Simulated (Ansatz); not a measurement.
## [GeH3···H···N], quartet: reading a ladder of total energies

Geometry: a point of a hydrogen-transfer path between rigid fragments, not a stationary point.

```xyz
6

Ge   -0.5062    0.0000    0.0000
H    -1.0177    1.4466    0.0000
H    -1.0177   -0.7233    1.2528
H    -1.0177   -0.7233   -1.2528
H     1.2248    0.0000    0.0000
N     2.7568    0.0000    0.0000
```

Basis cc-pVDZ; Ansatz 0.2.0. Correlated methods freeze the noble-gas cores and the filled d shells of p-block atoms, which leaves 13 electrons in 46 orbitals. R marks a restricted (for open shells ROHF) determinant, U an unrestricted one. No spin–orbit coupling is included, and no scalar relativity.

Full CI isn't at hand for all of this; UCCSDT(Q) serves as the reference, and is uncertain by about the last step of the cluster series.

Runs differ by some tens of microhartree through their thresholds and, for an open shell, their frozen cores, so steps under 0.03 kcal/mol mean nothing.

| level | total energy (hartree) |
| --- | --- |
| UHF | -2131.994069 |
| UMP2 | -2132.187390 |
| UCCSD | -2132.234607 |
| UCCSD(T) | -2132.238913 |
| UCCSDT | -2132.239914 |
| UCCSDT(Q) | -2132.240093 |

Question: What is the correlation energy at UCCSDT(Q), and what share of it do UMP2 and UCCSD recover?

Answer: E(corr) = -2132.240093 − (-2131.994069) = -0.246024 hartree = -6.695 eV. UMP2: -0.193321 / -0.246024 = 78.58 %. UCCSD: -0.240538 / -0.246024 = 97.77 %.

Question: By how many kcal/mol does UCCSD(T) miss UCCSDT(Q) (1 hartree = 627.509 kcal/mol), and which steps make up the rest?

Answer: -2132.238913 − (-2132.240093) = 0.001180 hartree = 0.74 kcal/mol. Steps: UCCSDT − UCCSD(T) = -0.63, UCCSDT(Q) − UCCSDT = -0.11 kcal/mol. That is within 1 kcal/mol of the reference in this basis, which itself misses far more of the correlation at the basis-set limit.
